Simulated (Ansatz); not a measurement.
**BPN (quartet): from Hartree-Fock to the top rungs, def2-QZVPP**

The task here is to estimate one member of a computed series from the others.

Method: def2-QZVPP, core rule «outside noble gas», up to 7 orbitals frozen; program: Ansatz 0.2.0, Gaussian basis.

To be run: UHF; ROHF; CCSD(T) on UHF.

### The geometry

The geometry is a PBE0/def2-TZVP stationary point (not a proven minimum).

3 atoms, charge 0, spin multiplicity 4.

Atoms are counted from 1 here; the program's logs count them from 0.

Bond lengths: N1–B2 1.334 Å, B2–P3 1.842 Å. Angles: N1–B2–P3 180.0°.

The first run:

Contents of in.yaml:

```yaml
crystal:
  periodic: [false, false, false]
  atoms:
    - {symbol: N, position_ang: [0.000000, 0.000000, 1.503167]}
    - {symbol: B, position_ang: [0.000000, 0.000000, 0.169267]}
    - {symbol: P, position_ang: [0.000000, 0.000000, -1.672433]}
basis:
  gaussian: {orbitals: "def2-QZVPP.json"}
magnetization: {spin_polarized: true, initial_magnetization: 3}
hamiltonian: {xc: hf}
output: {orbitals: {seedname: orbitals}}
```

Launch:

```sh
$ ansatz run in.yaml --threads 1 --pin off --events-out ev --progress --plain --max-ram 2393MiB
```

Steps of the session up to this table: UHF; ROHF; CCSD(T) on UHF.

One table of the session follows, with a row left open; its other results are not shown here.

| method | from UCCSD(T) (kcal/mol) |
| --- | --- |
| ROHF | ? |
| UHF | +253.47 |
| UMP2 | +39.11 |
| UCCSD | +12.62 |
| UCCSD(T) | 0 |

**Question.** Estimate the row for ROHF.

As computed: from UCCSD(T) (kcal/mol): +265.96. In the column «from UCCSD(T) (kcal/mol)» it is the highest.
